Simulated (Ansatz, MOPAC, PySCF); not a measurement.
System: NH (charge 0, triplet). SMILES: [NH]
Geometry from a B3LYP-D3(BJ)/def2-TZVP (Ansatz, a program for electronic structure) optimisation:
```xyz
2

N      0.0000     0.0000    -0.1302
H      0.0000     0.0000     0.9116
```
Charge 0, spin multiplicity 3.

Wanted: vertical electron affinity to the doublet, in eV. Set-up: UHF or UKS for open shells; 6-311+G** with 5d; each state is the SCF solution reached for its charge and spin; non-relativistic; PM7 with its own dispersion and hydrogen-bond terms; frozen cores in correlated levels; no spin-orbit coupling; 6-31G* and kin with 6d, 5d where marked. Basis-set limits of correlation are two-point, X^-3; Hartree-Fock from the larger set. Ab initio and DFT rows: single points at B3LYP-D3(BJ) geometries (Ansatz). Semi-empirical rows: differences of heats of formation at the shared geometry for vertical values. Anions need diffuse functions, which STO-3G, LANL2DZ, def2-SVP, cc-pVDZ and Pople sets without + lack.

Coupled cluster (Ansatz) is a level with limits of its own, used here on species with T1 under 0.025 (0.045 for open shells) and stable references: CCSD(T)/CBS(aug-cc-pVTZ,aug-cc-pVQZ).

Value to compare with, CCSD(T)/CBS(aug-cc-pVTZ,aug-cc-pVQZ) (Ansatz): 0.33 eV.

```json
[
 {"level": "PM3", "program": "MOPAC", "vertical electron affinity to the doublet (eV)": "0.22", "difference": "-0.11"},
 {"level": "PM6", "program": "MOPAC", "vertical electron affinity to the doublet (eV)": "-0.13", "difference": "-0.46"},
 {"level": "PM7", "program": "MOPAC", "vertical electron affinity to the doublet (eV)": "0.09", "difference": "-0.24"},
 {"level": "MNDO", "program": "MOPAC", "vertical electron affinity to the doublet (eV)": "-0.80", "difference": "-1.13"},
 {"level": "HF/6-31G*", "program": "Ansatz", "vertical electron affinity to the doublet (eV)": "-2.65", "difference": "-2.98"},
 {"level": "HF/6-311+G**", "program": "Ansatz", "vertical electron affinity to the doublet (eV)": "-1.53", "difference": "-1.86"},
 {"level": "PBE/6-311+G**", "program": "Ansatz", "vertical electron affinity to the doublet (eV)": "0.44", "difference": "0.11"},
 {"level": "B3LYP/3-21G", "program": "Ansatz", "vertical electron affinity to the doublet (eV)": "-2.33", "difference": "-2.66"},
 {"level": "B3LYP/6-31G*", "program": "Ansatz", "vertical electron affinity to the doublet (eV)": "-1.19", "difference": "-1.52"},
 {"level": "B3LYP/6-311+G**", "program": "Ansatz", "vertical electron affinity to the doublet (eV)": "0.41", "difference": "0.08"},
 {"level": "M06-2X/6-31G* (5d)", "program": "PySCF", "vertical electron affinity to the doublet (eV)": "-1.26", "difference": "-1.59"},
 {"level": "MP2/6-31G*", "program": "Ansatz", "vertical electron affinity to the doublet (eV)": "-1.73", "difference": "-2.06"},
 {"level": "MP2/6-311+G**", "program": "Ansatz", "vertical electron affinity to the doublet (eV)": "-0.15", "difference": "-0.48"},
 {"level": "wB97X-V/def2-TZVPD", "program": "Ansatz", "vertical electron affinity to the doublet (eV)": "0.07", "difference": "-0.26"}
]
```

Among the 13 habitual levels, HF/6-31G* lies farthest from CCSD(T)/CBS(aug-cc-pVTZ,aug-cc-pVQZ) (Ansatz) (-2.98 eV); 2 of 13 lie above it, and their mean absolute difference is 1.18 eV, the median 1.13. One case shows no general order.

The levels are drawn from those run, B3LYP/6-31G* more often than the rest, none by its result; runs whose electronic state is in doubt are left out.
